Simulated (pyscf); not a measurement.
Single points on ωB97X-D3(BJ)/def2-SVP structures (PySCF, gas phase).

**Question.** H₃Ge–TeH → H₂Ge=Te + hydrogen (H₂)
Surface: singlet. Broken: Ge–H, H–Te. Formed: H–H. Give ΔE‡ and ΔE from ωB97M-D3(BJ)/def2-TZVP, relative to the reactant's lowest minimum found.

**Answer.** ΔE‡ = 53.0 kcal/mol, ΔE = +24.7 kcal/mol. Zero-point energy shifts the barrier by -1.5 kcal/mol. It is an elimination, with an imaginary mode of 1379i cm⁻¹. At the saddle there is also a short Ge–H contact that neither side keeps. This is the saddle that the search found; another between the same sides may lie lower. Elements up to Kr have no core potential and no relativistic terms here. Elements past Kr carry the def2 core potentials, without spin-orbit coupling.
